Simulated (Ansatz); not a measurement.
What does this script print? It uses the Ansatz DFT code, driven from Python.

`dimer.py`:
```python
"""Interaction energy of two CH3F molecules, with the counterpoise correction."""

import ansatz as az

BASIS_SET = "def2-SVPD"
LEVEL = "mp2"

FIRST = [
    ("C", (-0.058, 0.0376, 0.0089)),
    ("F", (1.0765, -0.699, -0.1659)),
    ("H", (-0.9129, -0.636, -0.0597)),
    ("H", (-0.0955, 0.793, -0.7767)),
    ("H", (-0.0101, 0.5043, 0.9934)),
]
SECOND = [
    ("C", (-1.723, 1.8878, -2.8575)),
    ("F", (-1.2255, 3.1499, -2.9984)),
    ("H", (-1.1628, 1.2272, -3.5201)),
    ("H", (-2.7784, 1.9075, -3.1312)),
    ("H", (-1.5982, 1.5891, -1.8161)),
]

def energy(atoms, ghosts=()):
    molecule = az.Crystal.molecule()
    for symbol, xyz in atoms:
        molecule = molecule.atom(symbol, xyz)
    calc = (
        molecule.calculation()
        .basis(gaussian=BASIS_SET)
        .correlation(LEVEL)
    )
    deck = calc.input()
    if ghosts:
        deck = deck.set(az.key.basis.gaussian.ghost_atoms, [{"symbol": s, "position_ang": list(xyz)} for s, xyz in ghosts])
    return az.Session.from_dict(deck).plan().execute().report["free_energy_ev"]

# monomers in their own basis and in the basis of the dimer
both = energy(FIRST + SECOND)
alone = energy(FIRST) + energy(SECOND)
ghosted = energy(FIRST, SECOND) + energy(SECOND, FIRST)
print(f"dimer {both:.6f} eV")
print(f"interaction, uncorrected   {(both - alone):8.3f} eV")
print(f"interaction, counterpoise  {(both - ghosted):8.3f} eV")
print(f"basis-set superposition    {(alone - ghosted):8.3f} eV")
```

`python dimer.py` gives:
```text
dimer -7580.502283 eV
interaction, uncorrected      0.001 eV
interaction, counterpoise     0.050 eV
basis-set superposition       0.049 eV
```

Uncorrected it is 0.001 eV, with the counterpoise correction 0.050 eV; the difference, 0.049 eV, is the superposition error. In this basis both values are repulsive.

Reading the output:
- Total energies depend on the basis set; only differences at equal settings carry meaning.
- The dimer is a generated trial pose of unrelaxed monomers, not a minimum, so the figure is no binding energy, and the basis set is small.
- It ran for 10 s on 1 thread of Arm Neoverse V1, with other jobs on the host, peak memory 0.3 GiB.
